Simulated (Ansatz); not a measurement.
These are frozen-core CCSD(T)/cc-pVTZ // B3LYP-D3(BJ)/def2-TZVP in Ansatz (an electronic-structure program) values and carry that method's errors.

Ansatz 0.2 input:
```yaml
crystal:
  periodic: [false, false, false]
  atoms:
    - { symbol: F, position_ang: [1.516705, -0.117111, -0.377449] }
    - { symbol: Si, position_ang: [0.0, 0.0, 0.0] }
    - { symbol: F, position_ang: [-0.344466, 1.494847, 0.321482] }
    - { symbol: F, position_ang: [-0.877077, -0.491293, -1.202473] }
    - { symbol: F, position_ang: [-0.295161, -0.886444, 1.258441] }
basis:
  gaussian: { orbitals: cc-pVTZ }
correlation:
  method: ccsd_t
```

Output:

```
Functional definition: HF
960 factors; integrals over basis functions are off by at most 6.6e-4 eV
mean field evaluation 1: about -18695.0974 eV, gradient 4.5e1 eV
mean field evaluation 2: about -18695.2443 eV, gradient 4.6e1 eV
mean field evaluation 4: about -18698.2031 eV, gradient 1.8e0 eV
mean field evaluation 8: about -18698.2253 eV, gradient 5.7e-2 eV
mean field evaluation 16: about -18697.0915 eV, gradient 2.8e1 eV
mean field -18698.22535841 eV, -687.1471078093 hartree, gradient 1.6e-6 eV, S^2 0.000000; 0 other end points of the search recorded, 0 dependent functions left out
9 core orbitals not correlated
reference -18698.22535841 eV, -687.1471078093 hartree; 16, 16 occupied and 129, 129 virtual orbitals, 960 factors
second order -30.20667236 eV of doubles, -0.00000000 eV of singles
cycle   1  -29.54350603 eV  change    6.6e-1 eV  update   9.7e-2
cycle   2  -30.06506173 eV  change   -5.2e-1 eV  update   2.6e-2
cycle   3  -30.17987108 eV  change   -1.1e-1 eV  update   1.2e-2
cycle   4  -30.15678869 eV  change    2.3e-2 eV  update   2.0e-3
cycle   5  -30.15514968 eV  change    1.6e-3 eV  update   7.3e-4
cycle   6  -30.15571664 eV  change   -5.7e-4 eV  update   1.8e-4
cycle   7  -30.15554406 eV  change    1.7e-4 eV  update   5.5e-5
cycle   8  -30.15551380 eV  change    3.0e-5 eV  update   1.1e-5
perturbative correction -0.84983999 eV, -0.0312310436 hartree
Total energy: -18729.23071221 eV, -688.2865335451 hartree
```

Cost: around 22 core-seconds (rough).
